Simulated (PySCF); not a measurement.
**LiO⁺: from constants to spectrum**

UHF-CCSD(T) constants of LiO⁺, ³Σ⁻ (triplet), unpaired electrons π ↑↑ (PySCF, no relativity, basis sets Li STO-3G, O STO-3G; masses 7.0160 and 15.9949 u):

* ωe: 503.3 cm⁻¹
* ωexe: 2.09 cm⁻¹
* Be: 0.84846 cm⁻¹
* αe: 0.00929 cm⁻¹
* D (centrifugal): 9.65e-06 cm⁻¹

Question: Give the vibrational terms G(v) and spacings up to v = 3.

Answer: G(v) = ωe(v+½) − ωexe(v+½)².

```json
{"v": "0", "G(v) (cm⁻¹)": "251", "G(v) − G(v−1)": "", "Bv (cm⁻¹)": "0.8438"}
{"v": "1", "G(v) (cm⁻¹)": "750", "G(v) − G(v−1)": "499", "Bv (cm⁻¹)": "0.8345"}
{"v": "2", "G(v) (cm⁻¹)": "1245", "G(v) − G(v−1)": "495", "Bv (cm⁻¹)": "0.8252"}
{"v": "3", "G(v) (cm⁻¹)": "1736", "G(v) − G(v−1)": "491", "Bv (cm⁻¹)": "0.8159"}
```

Correlated steps freeze 1 core orbital. STO-3G is very small, so such numbers show the basis as much as the molecule. The state was picked by a PBE0 search and need not be the measured ground state.
